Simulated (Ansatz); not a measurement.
Basis-set extrapolation for `[CH2]F` radical (PBE0-D4/def2-TZVP geometry, frozen core, the Gaussian-basis code of Ansatz). Multiplicity 2, UHF reference.

```json
{"": "HF", "cc-pV(T+d)Z": "-138.461076", "cc-pV(Q+d)Z": "-138.472632"}
{"": "MP2 correlation", "cc-pV(T+d)Z": "-0.397833", "cc-pV(Q+d)Z": "-0.431466"}
{"": "CCSD(T) correlation", "cc-pV(T+d)Z": "-0.426086", "cc-pV(Q+d)Z": "-0.458235"}
```

Energies in hartree. Use E(X) = E(∞) + A·exp(−5.46·√X) for Hartree–Fock and E(X) = E(∞) + B·X^(−3.05) for correlation, with X = 3 and 4.

What is the CCSD(T) energy at the basis-set limit?

HF limit: -138.472632 + (-0.011556) × 0.30130 = -138.47611. Correlation limit: -0.458235 + (-0.032149) × 0.71189 = -0.48112. Total: -138.95723 hartree, 184.0 kJ/mol below CCSD(T)/cc-pV(T+d)Z.
